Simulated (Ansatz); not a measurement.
Gas-phase reaction in SMILES: CC(N)=O + 2 C (CH4) → C=O (CH2O) [formaldehyde] + CC (C2H6) + NC (CH5N) [methanamine]

Property: bond separation energy (electronic), in kcal/mol. Terms: 6-31G* and kin with 6d, 5d where marked; spin-orbit terms left out; non-relativistic; frozen cores in correlated levels; 6-311+G** with 5d; LANL2DZ all-electron up to Ne. CBS marks a two-point X^-3 extrapolation of the correlation energy; Hartree-Fock from the larger set. The bracket is a focal-point correction in the basis named. Ab initio and DFT rows: single points at B3LYP-D3(BJ) geometries (Ansatz, a program for electronic structure).

Coupled cluster (Ansatz) is a level with limits of its own, used here on species with T1 under 0.025 (0.045 for open shells) and stable references: RI-MP2/CBS(cc-pVTZ,cc-pVQZ)+[CCSD(T)-MP2]/cc-pVTZ.

Value to compare with, RI-MP2/CBS(cc-pVTZ,cc-pVQZ)+[CCSD(T)-MP2]/cc-pVTZ (Ansatz): 39.1 kcal/mol.

```
level          program  bond separation energy (electronic) (kcal/mol)  difference
-------------  -------  ----------------------------------------------  ----------
MP2/STO-3G      Ansatz                                            23.0       -16.1
MP2/3-21G       Ansatz                                            45.2         6.1
MP2/LANL2DZ     Ansatz                                            43.6         4.5
MP2/6-31G*      Ansatz                                            41.1         2.0
MP2/6-311+G**   Ansatz                                            38.4        -0.7
```

Among the 5 habitual levels, MP2/STO-3G lies farthest from RI-MP2/CBS(cc-pVTZ,cc-pVQZ)+[CCSD(T)-MP2]/cc-pVTZ (Ansatz) (-16.1 kcal/mol) and MP2/6-311+G** nearest (-0.7); 3 of 5 lie above it, and their mean absolute difference is 5.9 kcal/mol, the median 4.5. One case shows no general order.

The sets are all those run for this method; left out are runs that failed, that the program found above a lower state of the same kind, or whose <S^2> lies over 0.5 above the pure value.
